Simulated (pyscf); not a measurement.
HO–In [singlet] + AsH₃ -> HO–AsH–In [singlet] + H₂, a multi-bond step (singlet surface; In–O, As–H, As–H broken, As–In, As–O, H–H formed). Structures and frequencies: ωB97X-D3(BJ)/def2-SVP in PySCF. Energies in kJ/mol from the separated reactants.

Small-basis levels: PySCF, no dispersion term, spherical d functions. AM1 to PM7: differences of heats of formation from MOPAC, which are fitted to 298 K values and so differ in kind from electronic energies by zero-point and thermal terms. GFN2-xTB: tblite. Cost: rough CPU time at the saddle relative to B3LYP/6-31G*+LANL2DZ, from one job on a shared machine.

| level | barrier | reaction energy | cost |
|---|---|---|---|
| SVWN5/6-31G*+LANL2DZ | 156.5 | +33.0 | 0.8 |
| B3LYP/LANL2DZ | 229.5 | +78.5 | 0.9 |
| B3LYP/6-31G*+LANL2DZ | 221.4 | +55.8 | 1 |
| M06-2X/6-31G*+LANL2DZ | 204.2 | +31.6 | 2 |
| PBE/def2-SVP | 182.2 | +46.9 | 6 |
| GFN2-xTB | 243.4 | +130.2 | under 0.02 |
| PM3 | -0.7 | -124.7 | under 0.02 |
| ωB97M-D3(BJ)/def2-TZVP | 209.4 | +59.5 | – |

Against the last row the barrier runs from -210.0 (PM3) to +34.0 kJ/mol (GFN2-xTB). At PM3 this geometry lies under one side, so the entry may be no barrier of that level: it is a single point on another level's saddle. ωB97M-D3(BJ)/def2-TZVP has limits of its own. On the reactant side the descent ends in a complex, 32.8 kJ/mol under the separated species and 226.4 kJ/mol under the saddle at ωB97X-D3(BJ)/def2-TZVP. At ωB97X-D3(BJ)/def2-TZVP the barrier from the zero used here is 193.6 kJ/mol. HO–AsH–In [singlet] is closed by a dative In–O contact. This is the saddle that the search found; another between the same sides may lie lower. In the def2 sets elements up to Kr have no core potential. In the def2 sets elements past Kr carry core potentials, without spin-orbit coupling.
